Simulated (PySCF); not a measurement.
# CO: frontier orbitals

CAM-B3LYP at R = 1.132 Å; PySCF, no relativity, basis sets C aug-pcseg-1, O aug-pcseg-1. State: ¹Σ⁺ (singlet), closed shell. Only the outer orbitals are listed, counted within each symmetry.

| orbital | occ. | ε (eV) | on C (%) | main shells (%) |
| --- | --- | --- | --- | --- |
| 3σ | 2 | -34.18 | 29 | 65 O s, 18 C s, 11 C p |
| 4σ | 2 | -17.92 | 20 | 54 O p, 26 O s, 19 C s |
| 1π | 2 | -15.03 | 21 | 78 O p, 20 C p |
| 1π | 2 | -15.03 | 21 | 78 O p, 20 C p |
| 5σ | 2 | -12.39 | 89 | 54 C s, 35 C p, 8 O p |
| 2π | 0 | 0.28 | 96 | 96 C p |
| 2π | 0 | 0.28 | 96 | 96 C p |

Q: Which are the highest filled and the lowest empty level, where do they sit, and how wide is the gap?

A: Highest filled 5σ at -12.39 eV (in %: 54 C s, 35 C p, 8 O p); lowest empty 2π at 0.28 eV (in %: 96 C p); the gap at CAM-B3LYP is 12.67 eV. An empty level above zero is unbound, and its energy depends on the basis.

```
bond order (Mayer)                             : 2.14
⟨S²⟩                                           : 0.000
charge on C (Mulliken, basis-dependent)        : 0.39
charge on C (Löwdin, basis-dependent)          : 0.27
dipole moment (positive dipole means C(−)O(+)) : 0.06 D
polarisability along the bond                  : 15.4 bohr³
polarisability across the bond                 : 12.0 bohr³
```
